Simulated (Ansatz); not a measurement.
in.yaml

```yaml
crystal:
  periodic: [false, false, false]
  atoms:
    - {symbol: P, position_ang: [0.000000, 0.000000, 0.000000]}
    - {symbol: Br, position_ang: [0.000000, 0.000000, 2.316300]}
basis:
  gaussian: {orbitals: aug-cc-pVDZ}
magnetization: {spin_polarized: false, initial_magnetization: 2}
correlation: {method: bccd, electrons: outside_noble_gas, diis_vectors: 1}
output: {forces: true}
```

```sh
$ ansatz run in.yaml --threads 1 --pin off --events-out ev --progress --plain --max-ram 2393MiB
```

Output:

```
673 factors; integrals over basis functions are off by at most 9.0e-4 eV
mean field evaluation 1: about -79269.3857 eV, gradient 8.6e0 eV
mean field evaluation 2: about -79269.3909 eV, gradient 8.7e0 eV
mean field evaluation 4: about -79270.0633 eV, gradient 1.7e0 eV
mean field evaluation 8: about -79270.0828 eV, gradient 1.6e-1 eV
mean field evaluation 16: about -79269.9393 eV, gradient 4.3e0 eV
mean field evaluation 32: about -79266.6040 eV, gradient 4.5e-2 eV
mean field evaluation 64: about -79266.6037 eV, gradient 1.5e-1 eV
mean field evaluation 96: about -79266.5921 eV, gradient 1.1e-1 eV
mean field -79270.08311533 eV, -2913.1218232964 hartree, gradient 1.0e-6 eV, S^2 2.000000; 1 other end points of the search recorded, 0 dependent functions left out
determinant -79270.08311533 eV, -2913.1218232964 hartree, with singles and doubles -79276.47605086 eV, -2913.3567593438 hartree
determinant -79266.60402959 eV, -2912.9939692536 hartree, with singles and doubles -79273.31660363 eV, -2913.2406517993 hartree
19 core orbitals not correlated: weight in the atoms' cores, before any rotation towards them, 1.000 or more for the frozen orbitals, at most 0.000 for the correlated occupied ones
reference -79270.08311533 eV, -2913.1218232964 hartree; 7, 5 occupied and 37, 39 virtual orbitals, 673 factors
second order -5.56598610 eV of doubles, -0.09190609 eV of singles
cycle   1  -6.38352106 eV  change   -1.1e-1 eV  update   1.9e-2
cycle   2  -6.38647340 eV  change   -3.0e-3 eV  update   5.3e-3
cycle   3  -6.38712428 eV  change   -6.5e-4 eV  update   2.4e-3
cycle   4  -6.38640065 eV  change    7.2e-4 eV  update   1.2e-3
cycle   5  -6.38667233 eV  change   -2.7e-4 eV  update   6.4e-4
cycle   6  -6.38637476 eV  change    3.0e-4 eV  update   4.2e-4
cycle   7  -6.38644266 eV  change   -6.8e-5 eV  update   2.6e-4
cycle   8  -6.38629167 eV  change    1.5e-4 eV  update   1.8e-4
cycle   9  -6.38633408 eV  change   -4.2e-5 eV  update   1.1e-4
cycle  10  -6.38627654 eV  change    5.8e-5 eV  update   8.0e-5
cycle  11  -6.38628893 eV  change   -1.2e-5 eV  update   5.0e-5
cycle  12  -6.38625733 eV  change    3.2e-5 eV  update   3.8e-5
cycle  13  -6.38626747 eV  change   -1.0e-5 eV  update   2.1e-5
cycle  14  -6.38625609 eV  change    1.1e-5 eV  update   1.6e-5
cycle  15  -6.38625867 eV  change   -2.6e-6 eV  update   1.0e-5
cycle  16  -6.38625222 eV  change    6.5e-6 eV  update   7.8e-6
cycle  17  -6.38625452 eV  change   -2.3e-6 eV  update   4.3e-6
cycle  18  -6.38625230 eV  change    2.2e-6 eV  update   3.3e-6
cycle  19  -6.38625273 eV  change   -4.3e-7 eV  update   2.1e-6
cycle  20  -6.38625151 eV  change    1.2e-6 eV  update   1.6e-6
the calculation of the forces begins
Total energy: -79276.46936685 eV, -2913.3565137108 hartree
Atom 0 at     0.000000     0.000000     0.000000 Å, force     0.000000     0.000000     0.918270 eV/Å
Atom 1 at     0.000000     0.000000     2.316300 Å, force     0.000000     0.000000    -0.918270 eV/Å
Dipole moment:     0.000000    -0.000000    -0.249458 e Å
```

Forces (eV/Å):
```
P    0.000  0.000  0.918
Br   0.000  0.000 -0.918
```

Ran on 1 thread of Intel Xeon, shared host: 22 s wall, 0.27 GiB peak host memory.
